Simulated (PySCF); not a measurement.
Compound: C5H8O.
Z-matrix (Å and degrees, PBE0-D3(BJ)/def2-SVP geometry), rows numbered from 1:
```
C 
O   1  1.4056
C   2  1.3569  1  113.40
C   3  1.4918  2  129.83  1   -96.83
C   3  1.4592  2  130.86  1   179.45
C   3  1.4918  2  129.70  1    95.83
H   1  1.0984  2  107.34  3  -179.16
H   1  1.1050  2  111.63  3   -59.90
H   1  1.1051  2  111.63  3    61.61
H   4  1.1011  3  121.17  5  -108.61
H   4  1.0962  3  115.17  5   105.90
H   5  1.0884  3  131.71  4  -119.11
H   6  1.0961  3  115.24  5  -106.14
H   6  1.1011  3  121.05  5   108.48
```

Computed with PySCF 2.14.0, density-fitted response routines, TDDFT PBE0/def2-SVPD, vertical, gas phase, core orbitals frozen in the response.

List the vertical singlet excitations with oscillator strengths and describe the spectrum.

| state | E (eV) | λ (nm) | ν̃ (cm⁻¹) | f | \|μ\| (D) | symmetry | main configurations (H = HOMO, L = LUMO) |
| --- | --- | --- | --- | --- | --- | --- | --- |
| S1 | 6.70 | 185.0 | 54070 | 0.034 | 1.16 | A′ | H→L (94%) |
| S2 | 7.11 | 174.5 | 57310 | 0.019 | 0.84 | A′ | H→L+1 (89%) |
| S3 | 7.18 | 172.6 | 57920 | 0.0015 | 0.23 | – | H-1→L (97%) |
| S4 | 7.42 | 167.2 | 59830 | 0.0003 | 0.10 | – | H→L+2 (99%) |
| S5 | 7.55 | 164.2 | 60900 | 0.034 | 1.10 | A′ | H→L+3 (89%) |
| S6 | 7.77 | 159.5 | 62690 | 0.054 | 1.35 | A″ | H-1→L+1 (97%) |

The lowest singlet lies at 6.70 eV (185 nm, vacuum ultraviolet) and is of moderate strength; its leading configuration is HOMO→LUMO (94%). The strongest level in the table is S6 at 7.77 eV (160 nm, f = 0.054). It is the last of those listed, so stronger ones may follow. Löwdin shares by element: HOMO carbon 61% or more, oxygen 12% (atoms not listed hold the other 27%); LUMO carbon 45% or more, hydrogen 8% or more (atoms not listed hold the other 47%). The oscillator strengths of these states sum to 0.143; summed over the whole spectrum of an exact calculation they would give the number of electrons, 46 (Thomas–Reiche–Kuhn). Of the 6 states listed, 4 reach f = 0.01 and 1 stays under 0.0005. The listed states span 1.07 eV, and the widest gap between neighbours is 0.40 eV (S1 to S2). No computed singlet lies in the visible range (380 to 750 nm); the lowest, at 185 nm, stands 3.44 eV above its violet end (3.26 eV). Symmetry labels in Cs follow from the direction of the transition dipole and are given only for states with f of 0.002 or more. Singlets were solved by full linear response.

The run took 24 s wall on an Arm Neoverse V1 with one thread, shared host.

One conformer stands for the species.
